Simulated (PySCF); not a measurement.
**Electric field gradients and quadrupole coupling constants**

C5H12N (charge +1).
Structure used (PBE0-D3(BJ)/def2-SVP), in Å, numbered top down from 1:
```xyz
18
C5H12N angstrom
C      2.2310    0.1456   -0.6503
C      1.7022   -0.0505    0.5567
C      0.2744   -0.3476    0.8887
N     -0.6700   -0.1324   -0.2519
C     -1.9454   -0.8724   -0.0638
C     -0.9090    1.3136   -0.5173
H      3.3033    0.3186   -0.7647
H      1.6573    0.1525   -1.5849
H      2.3555   -0.0383    1.4354
H     -0.0842    0.2726    1.7251
H      0.1716   -1.3992    1.2018
H     -0.2087   -0.5249   -1.0827
H     -1.7335   -1.9457    0.0162
H     -2.6022   -0.6819   -0.9215
H     -2.4255   -0.5174    0.8569
H     -1.4854    1.7272    0.3197
H     -1.4785    1.4189   -1.4488
H      0.0545    1.8291   -0.5993
```

Field gradients from the PBE0/pcSseg-1 density (PySCF, non-relativistic), principal values in atomic units, ordered |Vxx| ≤ |Vyy| ≤ |Vzz|:

```csv
atom,Vxx,Vyy,Vzz
N4,0.0310,0.0403,-0.0713
```

Question: Find the asymmetry η = (Vxx − Vyy)/Vzz and the couplings χ = eQV/h (234.96 MHz × Q in barn × V in au), with Q(14N) = 0.02044 b.

Answer: 
| atom | environment | nucleus | η | χzz (MHz) | χxx (MHz) | χyy (MHz) |
| --- | --- | --- | --- | --- | --- | --- |
| N4 | ammonium nitrogen | 14N | 0.13 | -0.342 | 0.149 | 0.193 |

The tensor is traceless: Vxx + Vyy + Vzz = 0.

Question: What is Vzz at N4 in SI units (1 au = 9.71736 × 10²¹ V/m²)?

Answer: -0.0713 au = -0.693 × 10²¹ V/m².

Were the hydrogens deuterons (Q(2H) = 0.00286 b), χzz would run from 182 kHz (H11) to 217 kHz (H12).

Geometry: PBE0-D3(BJ)/def2-SVP, one conformer, isolated ion. The small basis limits the accuracy of the gradients.
